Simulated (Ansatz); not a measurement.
**CHOSi (quartet): from Hartree-Fock to the top rungs, def2-QZVPP**

One table from this session's results is given with a row withheld; the runs are named, their logs left out.

Computed with Ansatz 0.2.0, Gaussian basis. Level: def2-QZVPP, core rule «outside noble gas», up to 7 orbitals frozen.

The runs, in order: UHF; ROHF; CCSD(T) on UHF.

2 further runs of the same task are left out: 2 set aside as unsound or not needed.

**What is computed**

The geometry is a PBE0/def2-TZVP stationary point (not a proven minimum) of the parent state, kept for this charge and spin.

4 atoms, charge 0, spin multiplicity 4.

Atoms are counted from 1 here; the program's logs count them from 0.

Bond lengths: O1–C2 1.143 Å, C2–Si3 1.838 Å, Si3–H4 1.523 Å. Angles: O1–C2–Si3 173.7°, C2–Si3–H4 83.4°.

The first run:

Input file in.yaml:

```yaml
crystal:
  periodic: [false, false, false]
  atoms:
    - {symbol: O, position_ang: [0.000000, 0.008101, 1.755319]}
    - {symbol: C, position_ang: [0.000000, 0.052092, 0.612788]}
    - {symbol: Si, position_ang: [0.000000, -0.078659, -1.220644]}
    - {symbol: H, position_ang: [0.000000, 1.442456, -1.152508]}
basis:
  gaussian: {orbitals: "def2-QZVPP.json"}
magnetization: {spin_polarized: true, initial_magnetization: 3}
hamiltonian: {xc: hf}
output: {orbitals: {seedname: orbitals}}
```

Command:

```console
$ ansatz run in.yaml --threads 1 --pin off --events-out ev --progress --plain --max-ram 2393MiB
```

Among the steps run: UHF; ROHF; CCSD(T) on UHF.

One of the session's tables, all rows but one given; the rest of the session is left out.

```
  method  from UCCSD(T) (meV)
    ROHF             +13965.9
     UHF             +13772.6
    UMP2              +1098.4
   UCCSD                    ?
UCCSD(T)                    0
```

**Question.** Estimate the row for UCCSD.

As computed: from UCCSD(T) (meV): +657.3. In the column «from UCCSD(T) (meV)» it lies between UCCSD(T) (0) and UMP2 (+1098.4).
